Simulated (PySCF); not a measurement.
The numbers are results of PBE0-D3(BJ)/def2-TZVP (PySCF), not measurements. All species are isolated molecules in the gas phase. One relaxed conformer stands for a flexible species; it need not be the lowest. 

Reference species (SMILES): `[F]` (neutral, multiplicity 2).

```json
{
  "highest_occupied_spin_orbital": "-12.46 eV"
}
```

Changed species: `[NH2][In][NH2]` (radical fragment; the reference has radical fragment).

Problem. Give the shifts of the highest occupied spin orbital.

Solution. the highest occupied spin orbital increases by 6.88 eV, to -5.58 eV.
